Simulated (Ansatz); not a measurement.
`[OH][AlH][SH]` + H₂ → `[AlH2][SH]` + H₂O  (hydrogenolysis of the Al–O bond)

Calculated with Ansatz (gas phase, PBE0-D4/def2-TZVP geometries, no zero-point term in ΔE). CBS: MP2 limit from def2 TZ/QZ plus the TZ coupled-cluster correction, frozen cores. This one scheme is used for every species. DFT in def2-TZVPP. B3LYP here is the variant with VWN-RPA as its local correlation; programs differ in this. HSE06 is defined as in plane-wave codes. Each species was taken in one conformer, which may not be the lowest.

```csv
level,ΔE (kJ/mol),difference from CCSD(T)/CBS
r2SCAN-D4,123.4,7.0
B97M-V,108.7,-7.7
B3LYP-D4,118.8,2.4
r2SCANh-D4,121.5,5.1
ωB97X-V,115.1,-1.3
revPBE,108.1,-8.3
PBE0,107.8,-8.6
HSE06,107.6,-8.8
HF/def2-SVP,98.1,-18.3
CCSD/def2-SVP,108.2,-8.2
HF/def2-TZVPP,105.7,-10.7
MP2/def2-TZVPP,124.3,7.9
CCSD/def2-TZVPP,113.5,-2.9
HF/def2-QZVPP,106.1,-10.3
SCS-MP2/def2-QZVPP,120.8,4.4
CCSD/CBS(def2),113.7,-2.7
CCSD(T)/CBS,116.4,0
```

Largest T1 diagnostic among the species: 0.012.

At CCSD(T), def2-SVP lies −6.5 kJ/mol from the extrapolated value and def2-TZVPP −0.2 kJ/mol. From BLYP to BHLYP (50 % exact exchange), in def2-TZVPP and without D4, ΔE moves by −3.1 kJ/mol.
